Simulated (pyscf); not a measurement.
Single points on ωB97X-D3(BJ)/def2-SVP structures (PySCF, gas phase). MP2 and CC: frozen core, UHF for open shells. ΔMP2 is the change of the MP2 total energy from the triple- to the quadruple-zeta basis.

Problem. Estimate the classical barrier height and the reaction energy of `[PH2][Ga]` [singlet] + `[OH2]` → `[OH][GaH][PH2]` at CCSD(T)/def2-TZVPP + ΔMP2(QZVPP). The step runs on the singlet surface, breaks H–O and forms Ga–O, Ga–H; take the separated reactants as zero.

Solution. ΔE‡ = 31.5 kcal/mol, ΔE = -28.3 kcal/mol. Zero-point energy shifts the barrier by -1.7 kcal/mol. It is an insertion, with an imaginary mode of 1516i cm⁻¹. On the reactant side the descent ends in a bound adduct (not fully relaxed), 10.2 kcal/mol under the separated species and 42.5 kcal/mol under the saddle at ωB97X-D3(BJ)/def2-TZVP. This is the saddle that the search found; another between the same sides may lie lower. The CCSD(T) − MP2 part came from Ansatz, without density fitting, on the same reference. The frozen core leaves the outer d or s,p core shells of the metals and heavy elements correlated in the MP2 and CC values, and def2-TZVPP describes them poorly, which can shift differences by a few kcal/mol. Elements up to Kr have no core potential and no relativistic terms here.
